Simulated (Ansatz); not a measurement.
# CH3B (SMILES B[CH]): UCCSD(T)/STO-3G

Aim: the vertical ionisation energy of CH3B at UCCSD(T)/STO-3G, from 2 runs. 

The calculation is run with Ansatz 0.2.0.

49 further runs of the same task are left out: 3 that didn't finish, 46 set aside as unsound or not needed.

### Step 1. The system as given

CH3B: 5 atoms, total charge 0, spin state triplet. SMILES: `B[CH]`. Geometry: relaxed at GFN2-xTB.

Bond lengths: B1–C2 1.463 Å, B1–H3 1.182 Å, B1–H4 1.174 Å, C2–H5 1.068 Å. Angles: B1–C2–H5 150.8°, C2–B1–H3 120.4°, C2–B1–H4 121.9°, H3–B1–H4 117.7°.

### Step 2. The energy at UCCSD(T)/STO-3G

The input, input.yaml:

```yaml
crystal:
  periodic: [false, false, false]
  atoms:
    - {symbol: B, position_ang: [-0.352450, -0.401400, -0.071360]}
    - {symbol: C, position_ang: [0.507540, 0.779550, -0.141970]}
    - {symbol: H, position_ang: [-0.308550, -1.118250, 0.866820]}
    - {symbol: H, position_ang: [-1.104620, -0.672740, -0.931370]}
    - {symbol: H, position_ang: [1.258080, 1.412850, 0.277880]}
basis:
  gaussian:
    orbitals: STO-3G
magnetization:
  spin_polarized: true
  initial_magnetization: 2
correlation:
  method: ccsd_t
  frozen_orbitals: {B: 1, C: 1, H: 0}
accuracy: high
scf:
  omitted_lower_state_checks: [cluster_reference, increment]
```

Started as:

```console
$ ansatz run input.yaml --threads 1 --pin off --max-ram 2610MiB --events-out events.jsonl --progress --plain --runs-dir runs
```

The log of the run (excerpt; [...] marks lines left out):

```text
Warning: RAYON_NUM_THREADS=1 ignored (pool sized by the plan → 1); use --threads N
Functional definition: HF
  name "HF"
[...]
209 factors; integrals over basis functions are off by at most 6.1e-9 eV
[...]
mean field -1725.10611933 eV, -63.3964805665 hartree, gradient 1.9e-8 eV, S^2 2.019004; 0 other end points of the search recorded, 0 dependent functions left out
2 core orbitals not correlated: weight in the atoms' cores, before any rotation towards them, 1.000 or more for the frozen orbitals, at most 0.000 for the correlated occupied ones
reference -1725.10611933 eV, -63.3964805665 hartree; 6, 4 occupied and 5, 7 virtual orbitals, 209 factors
second order -1.50556994 eV of doubles, -0.00000000 eV of singles
cycle   1  -1.92586060 eV  change   -4.2e-1 eV  update   5.3e-2
[...]
cycle  20  -2.19418176 eV  change   4.5e-10 eV  update  6.2e-10
perturbative correction -0.02036226 eV, -0.0007482992 hartree
Total energy: -1727.32066335 eV, -63.4778635582 hartree
Checks for a lower state left out: cluster_reference, increment
```

Wall time 0.14 s (1 thread of Arm Neoverse V1, shared host).

### Step 3. The doublet cation, same level

The input, molecule.yaml:

```yaml
crystal:
  periodic: [false, false, false]
  atoms:
    - symbol: B
      position_ang: [-0.352450, -0.401400, -0.071360]
    - symbol: C
      position_ang: [0.507540, 0.779550, -0.141970]
    - symbol: H
      position_ang: [-0.308550, -1.118250, 0.866820]
    - symbol: H
      position_ang: [-1.104620, -0.672740, -0.931370]
    - symbol: H
      position_ang: [1.258080, 1.412850, 0.277880]
basis:
  gaussian: {orbitals: STO-3G}
total_charge: 1
magnetization: {spin_polarized: true, initial_magnetization: 1}
correlation: {method: ccsd_t, frozen_orbitals: {B: 1, C: 1, H: 0}}
accuracy: high
scf: {omitted_lower_state_checks: [cluster_reference, increment]}
```

Started as:

```console
$ ansatz run molecule.yaml --threads 1 --pin off --max-ram 2610MiB --events-out events.jsonl --progress --plain --runs-dir runs
```

The log of the run (excerpt; [...] marks lines left out):

```text
Warning: RAYON_NUM_THREADS=1 ignored (pool sized by the plan → 1); use --threads N
[... 2 set-up lines as earlier in the session ...]
[...]
209 factors; integrals over basis functions are off by at most 6.1e-9 eV
[...]
mean field -1717.02659384 eV, -63.0995634812 hartree, gradient 9.5e-8 eV, S^2 0.765666; 4 other end points of the search recorded, 0 dependent functions left out
2 core orbitals not correlated: weight in the atoms' cores, before any rotation towards them, 1.000 or more for the frozen orbitals, at most 0.000 for the correlated occupied ones
reference -1717.02659384 eV, -63.0995634812 hartree; 5, 4 occupied and 6, 7 virtual orbitals, 209 factors
second order -1.72232843 eV of doubles, -0.00000000 eV of singles
cycle   1  -2.16818261 eV  change   -4.5e-1 eV  update   7.0e-2
[...]
cycle  32  -2.54545574 eV  change  -1.2e-10 eV  update  6.1e-10
perturbative correction -0.05639790 eV, -0.0020725845 hartree
Total energy: -1719.62844747 eV, -63.1951798387 hartree
Checks for a lower state left out: cluster_reference, increment
```

Run time: 0.18 s. Hardware: 1 thread of Arm Neoverse V1, shared host.

### Step 4. Summary of results

At UCCSD(T)/STO-3G, 2 core orbitals frozen:

```
                                                   quantity         value
                                 triplet CH3B: total energy  -63.47786 Eh
  triplet CH3B: correlation energy (2 core orbitals frozen)     -81.4 mEh
                               triplet CH3B: (T) correction     -0.75 mEh
            triplet CH3B: ⟨S²⟩ of the reference determinant         2.019
                                triplet CH3B: T1 diagnostic         0.015
                               doublet cation: total energy  -63.19518 Eh
doublet cation: correlation energy (2 core orbitals frozen)     -95.6 mEh
                             doublet cation: (T) correction     -2.07 mEh
          doublet cation: ⟨S²⟩ of the reference determinant         0.766
                              doublet cation: T1 diagnostic         0.034
         vertical ionisation energy (to the doublet cation)      7.692 eV
```

The vertical ionisation energy comes to 7.69 eV (742 kJ/mol). In a minimal basis such a difference can be off by several eV, whatever the method. The triples (triplet CH3B) make up 0.9 % of the correlation energy. The triples (doublet cation) make up 2.2 % of the correlation energy.
